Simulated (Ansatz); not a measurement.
Geometry optimisation, RKS LDA/def2-SVP (Ansatz).

input.yaml

```yaml
crystal:
  periodic: [false, false, false]
  atoms:
    - { symbol: B, position_ang: [0.011244, -0.414029, -0.376936] }
    - { symbol: Cl, position_ang: [-0.082878, 0.101689, 2.636057] }
    - { symbol: H, position_ang: [1.052407, 0.22046, -0.338063] }
    - { symbol: H, position_ang: [-1.05818, 0.040318, -0.76058] }
    - { symbol: O, position_ang: [0.113662, -1.741206, -0.017644] }
    - { symbol: H, position_ang: [-0.735157, -2.216412, -0.100918] }
    - { symbol: H, position_ang: [0.348402, -1.02042, 2.048783] }
basis:
  gaussian: { orbitals: def2-SVP }
hamiltonian:
  xc: lda
relax:
  f_tol: 0.03
  max_steps: 50
```

Launched with:

```bash
$ ansatz run input.yaml --threads 1 --pin off --max-ram 2048MiB --backend cpu --events-out ev --progress --plain --runs-dir out
```

Task: Where does it end, and by what steps?

Result: The run converged. After 18 steps the energy has fallen by 0.133 eV; H4 moved furthest, 1.24 Å.

| step | energy less start (eV) | largest force component (eV/Å) | accepted |
| --- | --- | --- | --- |
| 0 | 0.0000 | 0.956 | yes |
| 1 | -0.0451 | 0.220 | yes |
| 2 | -0.0486 | 0.297 | yes |
| 3 | -0.0550 | 0.190 | yes |
| 4 | -0.0573 | 0.121 | yes |
| 5 | -0.0611 | 0.104 | yes |
| 6 | -0.0635 | 0.151 | yes |
| 7 | -0.0700 | 0.327 | yes |
| 8 | -0.0847 | 0.291 | yes |
| 9 | -0.0865 | 0.398 | yes |
| 10 | -0.0783 | 0.584 | no |
| 11 | -0.1072 | 0.143 | yes |
| 12 | -0.1161 | 0.055 | yes |
| 13 | -0.1252 | 0.066 | yes |
| 14 | -0.1010 | 0.667 | no |
| 15 | -0.1302 | 0.051 | yes |
| 16 | -0.1311 | 0.151 | yes |
| 17 | -0.1285 | 0.248 | no |
| 18 | -0.1333 | 0.021 | yes |

```xyz
7
Properties=species:S:1:pos:R:3
B -0.056 -0.366 -0.531
Cl 0.645 -0.398 3.045
H 0.588 0.581 -0.123
H -0.428 -0.501 -1.687
O -0.362 -1.312 0.383
H -0.882 -2.070 0.050
H 0.145 -0.963 1.955
```

Whether the end is a true minimum wasn't checked by a vibrational analysis.

Run time: 15 s on 1 thread of Intel(R) Xeon(R) Platinum 8488C (Sapphire Rapids) (shared host), peak memory 0.14 GiB.
